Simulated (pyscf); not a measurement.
## Hydrogen abstraction: H₂S + methyl (CH₃•) → SH• + methane (CH₄)

Gas phase, doublet surface, charge 0. Bonds broken: S1–H2. Bonds formed: H2–C4. Single points on ωB97X-D3(BJ)/def2-SVP structures (PySCF, gas phase). MP2 and CC: frozen core, UHF for open shells. ΔMP2 is the change of the MP2 total energy from the triple- to the quadruple-zeta basis.

Transition state (Å):

```xyz
7

S     -0.1300    -0.9464     1.5711
H     -0.5205    -0.1671     0.4281
H     -0.2098    -2.0893     0.8630
C     -0.9604     0.5931    -0.9099
H     -1.9687     0.1893    -1.0420
H     -0.8813     1.6268    -0.5595
H     -0.1859     0.2426    -1.5987
```

One imaginary mode, 590i cm⁻¹; descent along it reached the two sides named.

```
bond   change  reactant side (Å)  saddle  product side
-----  ------  -----------------  ------  ------------
S1–H2  breaks              1.350   1.437           3.1
H2–C4   forms              2.412   1.600         1.099
```

Electronic energies relative to the separated reactants (eV):

| level | barrier | reaction energy | reverse barrier |
|---|---|---|---|
| ωB97X-D3(BJ)/def2-TZVP | 0.07 | -0.75 | 0.82 |
| PBE/def2-TZVP | -0.10 | -0.70 | 0.60 |
| r²SCAN/def2-TZVP | 0.00 | -0.62 | 0.62 |
| B3LYP-D3(BJ)/def2-TZVP | 0.00 | -0.75 | 0.74 |
| PBE0-D3(BJ)/def2-TZVP | -0.02 | -0.71 | 0.69 |
| M06-2X/def2-TZVP | 0.12 | -0.77 | 0.89 |
| ωB97M-D3(BJ)/def2-TZVP | 0.12 | -0.73 | 0.85 |
| HF/def2-TZVP | 0.56 | -0.74 | 1.30 |
| MP2/def2-QZVPP | 0.17 | -0.73 | 0.90 |
| CCSD/def2-TZVPP | 0.23 | -0.76 | 0.99 |
| CCSD(T)/def2-TZVPP | 0.17 | -0.75 | 0.92 |
| CCSD(T)/def2-TZVPP + ΔMP2(QZVPP) | 0.16 | -0.73 | 0.89 |

With CCSD(T)/def2-TZVPP + ΔMP2(QZVPP) energies and thermal terms (ideal gas, 1 atm, RRHO with modes under 100 cm⁻¹ raised to 100, one conformer, R ln 2 for rigid chiral ones), in eV:

```csv
T (K),ΔH‡,ΔG‡,ΔH,ΔG
298,0.14,0.49,-0.58,-0.51
600,0.15,0.84,-0.61,-0.43
900,0.18,1.17,-0.62,-0.34
1200,0.21,1.50,-0.62,-0.25
```

At PBE, PBE0-D3(BJ) this geometry lies under the reactants; that is no barrier but a single point on another level's saddle; such a level's own saddle, if it has one, lies nearer that side and is low. This is the saddle that the search found; another between the same sides may lie lower. The angle at the transferred H is 175°. The CCSD(T) − MP2 part came from Ansatz, without density fitting, on the same reference. Left out: orbital degeneracy and the spin-orbit lowering of SH.
